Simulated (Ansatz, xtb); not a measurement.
## A geometry optimisation of C2H2O+ with r2SCAN-D4/def2-SVP

The starting geometry of this gas-phase doublet has its atoms placed at random.

```yaml
atoms:
  - { symbol: C, position_ang: [0.8031, -1.0719, -0.0077] }
  - { symbol: C, position_ang: [-0.2312, 0.6109, 0.1265] }
  - { symbol: O, position_ang: [-1.5669, -0.7276, 0.5134] }
  - { symbol: H, position_ang: [0.3824, -1.0426, -1.0149] }
  - { symbol: H, position_ang: [-0.6037, -0.7312, 0.0101] }
```

Problem. One run relaxed it with r2SCAN-D4/def2-SVP. What is a likely outcome?

Solution. It ends as `[CH+]=[C]O`. Contacts that close: C1–C2 (1.98 → 1.25 Å), C2–O3 (1.93 → 1.24 Å).

The energy falls by 11.69 eV over 17 steps:

```csv
step,E − E(last) (eV)
1,11.693
3,6.113
5,3.916
6,3.230
8,1.764
10,0.632
12,0.032
13,0.006
15,0.001
17,0.000
```

Final geometry (Å):

```
atom    x (Å)    y (Å)    z (Å)
   C   0.7859  -0.6123  -0.5673
   C  -0.3192  -0.4710   0.0081
   O  -1.3644  -0.1921   0.6088
   H   1.7307  -0.7807  -1.0778
   H  -2.0492  -0.9063   0.6556
```

From the same start GFN2-xTB reaches the same bonding as this run.

From so rough a start the end depends on the optimiser's path, so another program may land elsewhere. No frequencies were run, so the end isn't proven a minimum. Open shells are spin-unrestricted. Run with Ansatz 0.2.0, 45 s on 2 threads of Intel(R) Xeon(R) Platinum 8259CL CPU @ 2.50GHz (Skylake/Cascade Lake), on a shared host.
